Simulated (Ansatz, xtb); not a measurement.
Two conformers of C2H3F2+

Structure a is `F[CH+]CF`, a singlet and structure b is `F[CH+]CF`, a singlet. Both are isolated ions in the gas phase, relaxed with PBE0-D3(BJ)/def2-SVP.

a (Å):

```xyz
7

C    -0.7041    0.5806   -0.6070
C    -1.2780    1.3069   -1.7215
F     0.4903    0.2342   -0.6464
F    -2.5562    1.6009   -1.5242
H    -1.2654    0.3012    0.3066
H    -0.6406    2.2135   -1.8917
H    -1.1065    0.6922   -2.6434
```

b (Å):

```xyz
7

C    -1.1633    0.6246   -0.1931
C    -2.4849    0.2478    0.2439
F    -0.3285    1.0613    0.6140
F    -2.7027    0.4096    1.5363
H    -0.8315    0.5463   -1.2453
H    -2.6319   -0.8075   -0.1099
H    -3.1954    0.8217   -0.4089
```

Energies in hartree; the thermal terms are from PBE0-D3(BJ)/def2-SVP harmonic frequencies (ideal gas, rigid rotor, one conformer each, 298.15 K, 1 atm) and include the zero-point energy:

|  | a | b |
| --- | --- | --- |
| E, CCSD(T)/def2-TZVP | −276.951023 | −276.953597 |
| zero-point energy | 0.047315 | 0.047801 |
| H(298 K) − E | 0.052689 | 0.053045 |
| G(298 K) − E | 0.020526 | 0.021036 |

Q: Work out ΔE, ΔE₀, ΔH and ΔG for a → b in kJ/mol (1 Eh = 2625.50 kJ/mol) and the equilibrium ratio [b]/[a].

A: 1. ΔE = −276.953597 − (−276.951023) = −0.002574 Eh = −6.76 kJ/mol.
2. ΔE₀ = ΔE + ΔZPE = −0.002574 + (+0.000486) Eh = −5.48 kJ/mol.
3. ΔH = ΔE + (+0.000356) Eh = −5.82 kJ/mol.
4. ΔG = ΔE + (+0.000510) Eh = −5.42 kJ/mol, so ΔS = (ΔH − ΔG)/T = −1.4 J/(mol K).
5. kT = 0.9442 mEh, so K = [b]/[a] = exp(−ΔG/kT) = exp(+2.19) ≈ 8.9.

Structure b is favoured at this temperature. An error of 4 kJ/mol in ΔG would change K by a factor of 5. Mirror images and further conformers aren't counted.

Other levels gave ΔE = −6.6 (PBE0-D3(BJ)/def2-SVP); −2.1 (HF/def2-TZVP); −7.4 (MP2/def2-TZVP) kJ/mol. The correlated steps freeze 4 core orbitals. Programs: Ansatz 0.2.0.
